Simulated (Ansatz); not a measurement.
Basis-set extrapolation for AlH5OSi (`O[SiH2][AlH2]`) (PBE0-D4/def2-TZVP geometry, frozen core, Ansatz 0.2.0). Multiplicity 1, RHF reference.

```json
{"": "HF", "def2-TZVPP": "-608.698762", "def2-QZVPP": "-608.718939"}
{"": "MP2 correlation", "def2-TZVPP": "-0.447125", "def2-QZVPP": "-0.482659"}
{"": "CCSD(T) correlation", "def2-TZVPP": "-0.502324", "def2-QZVPP": "not run"}
```

Energies in hartree. Use E(X) = E(∞) + A·exp(−7.88·√X) for Hartree–Fock and E(X) = E(∞) + B·X^(−2.97) for correlation, with X = 3 and 4, and add CCSD(T) minus MP2 of the smaller set to the MP2 limit.

What is the CCSD(T) energy at the basis-set limit?

HF limit: -608.718939 + (-0.020177) × 0.13774 = -608.72172. MP2 limit: -0.482659 + (-0.035534) × 0.74074 = -0.50898. Higher-order term: -0.502324 − (-0.447125) = -0.05520. Total: -609.28590 hartree, 2.31 eV below CCSD(T)/def2-TZVPP.
